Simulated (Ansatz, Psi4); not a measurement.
# Exact exchange and the HOMO–LUMO gap of NH3 (ammonia)

NH3 has 4 atoms, charge 0, and is taken as a singlet. SMILES: `N`. The coordinates come from a PBE0-D4/def2-TZVP relaxation.

The HOMO–LUMO gap y, in eV, basis def2-TZVPPD; a is the functional's share of exact exchange. Programs: Ansatz 0.2.0, Psi4 1.11.

| functional | program | a | y (eV) |
| --- | --- | --- | --- |
| TPSS | Psi4 | 0 | 6.08 |
| revPBE | Psi4 | 0 | 5.73 |
| TPSSh | Psi4 | 0.1 | ? |
| B3LYP | Psi4 | 0.2 | 7.45 |
| r2SCAN0 | Ansatz | 0.25 | 8.87 |
| PBE0 | Psi4 | 0.25 | 8.05 |
| BHLYP | Psi4 | 0.5 | 9.97 |

**Question.** Fit y = c + s·a to the known rows and predict TPSSh.

**Answer.** 
1. Means of the 6 rows: a = 0.2000, y = 7.692.
2. Σ(Δa)² = 0.175, Σ(Δa·Δy) = 1.475, so the slope is 1.475/0.175 = 8.4286.
3. Intercept: 7.692 − (8.4286) × 0.2000 = 6.006. The largest residual of the fit is 0.76.
4. TPSSh: 6.006 + (8.4286) × 0.1 = 6.85 eV.

The run gave 6.95 eV, so the prediction is off by -0.10 eV, within the largest residual. Exact exchange lowers occupied levels and raises empty ones. The rows mix families of semi-local functionals, which the line can't see.
